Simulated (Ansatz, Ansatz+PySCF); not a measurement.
```
atom   x (Å)   y (Å)    z (Å)
   H  0.0000  0.0000  -1.1167
  Cl  0.0000  0.0000   0.0657
```

RHF-MP2 on singlet HCl was run in several spherical basis sets with Ansatz (development build ahead of 0.2.0). Frozen core: 5 orbitals.

**Question.** Rank the basis sets by the total energy that they give, lowest first, with the distance from the lowest.
A. cc-pVDZ
B. cc-pVTZ
C. 6-31G(d)
D. def2-SVP
E. def2-TZVP

**Answer.** B (0.00 eV), E (0.41 eV), A (2.06 eV), C (3.31 eV), D (6.17 eV).

Totals follow the description of the cores as much as that of the bonds, so this order isn't one of quality for chemistry.
